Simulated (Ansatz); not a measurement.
Mulliken charges of C2H6N2 (`CC(=N)N`) from r2SCAN/def2-TZVPP in Ansatz (PBE0-D4/def2-TZVP geometry).

| atom | x (Å) | y (Å) | z (Å) | charge (e) |
| --- | --- | --- | --- | --- |
| C1 | -0.720 | 0.217 | -0.993 | -0.115 |
| C2 | 0.050 | -0.343 | 0.165 | 0.177 |
| N3 | -0.154 | -1.543 | 0.536 | -0.353 |
| N4 | 0.976 | 0.526 | 0.698 | -0.325 |
| H5 | -1.389 | -0.547 | -1.380 | 0.077 |
| H6 | -1.309 | 1.086 | -0.683 | 0.047 |
| H7 | -0.041 | 0.542 | -1.785 | 0.063 |
| H8 | 0.438 | -1.795 | 1.327 | 0.115 |
| H9 | 1.371 | 0.296 | 1.594 | 0.156 |
| H10 | 0.860 | 1.509 | 0.524 | 0.158 |

By hand: the dipole of these point charges (1 e Å = 4.8032 D).

Σ q r = (0.058, 0.409, -0.039) e Å, of length 0.415 e Å = 1.99 D.

How does the dipole of the full density compare? (An estimate is asked.)

Ansatz gave: (0.244, 0.632, 0.183) e Å, 3.37 D; the point charges give 0.59 times that, at 24° from its direction.

Point charges leave out the atoms' own dipoles, such as those of lone pairs, and Mulliken's split depends on the basis, so the two needn't agree.
